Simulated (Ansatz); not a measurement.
(H2Al-mu-H)3 (Al₃H₉). Charge 0, multiplicity 1. Geometry r2SCAN-D4/def2-SVP, basis def2-TZVP, Ansatz.

```
run  HOMO (eV)  LUMO (eV)
  A      -7.89      -1.37
  B      -6.85      -2.07
  C      -8.82      -0.48
  D      -7.56      -1.55
  E      -6.57      -2.45
  F      -6.49      -2.01
```

B3LYP takes the VWN-RPA correlation.

Task: The runs used B3LYP, BHLYP, BLYP, LDA (SPW92), r2SCAN, r2SCAN0. Estimate which is which.

Result: A r2SCAN0 (25 % exact exchange); B r2SCAN (0 % exact exchange); C BHLYP (50 % exact exchange); D B3LYP (20 % exact exchange); E LDA (SPW92) (0 % exact exchange); F BLYP (0 % exact exchange). Exact exchange lowers occupied and raises empty levels; among semilocal functionals meta-GGAs tend to open the gap a little, and such runs are hard to tell apart. The gap grows from 4.12 eV (LDA (SPW92)) to 8.35 eV (BHLYP).
